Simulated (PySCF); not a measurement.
Delta-SCF ions had no search for a lower state. Excitations are Tamm–Dancoff values on a coarser integration grid. The basis has no diffuse functions, so Rydberg states are missing or too high.

## BCl$_{3}$, SMILES `ClB(Cl)Cl` (charge 0, multiplicity 1)

Method: PBE-D3(BJ)/def2-TZVP // PBE0-D4/def2-TZVP (PySCF).

- HOMO: -7.65 eV
- dipole moment: 0.00 D
- HOMO–LUMO gap: 5.04 eV
- LUMO: -2.61 eV
- S1 excitation (TDA): 5.12 eV
- S1 oscillator strength: 0.000
- brightest of the four lowest singlets (TDA): 6.71 eV
- T1 excitation (TDA): 4.93 eV
- S1–T1 gap (TDA): 0.19 eV
- vertical ionisation energy (Delta-SCF): 10.77 eV
- total energy: -1405.0260 Ha
- cost: roughly 70 core-seconds

```xyz
4

Cl    -0.8384     1.5213     0.0002
B      0.0000     0.0000    -0.0001
Cl    -0.8983    -1.4868    -0.0002
Cl     1.7368    -0.0346     0.0001
```
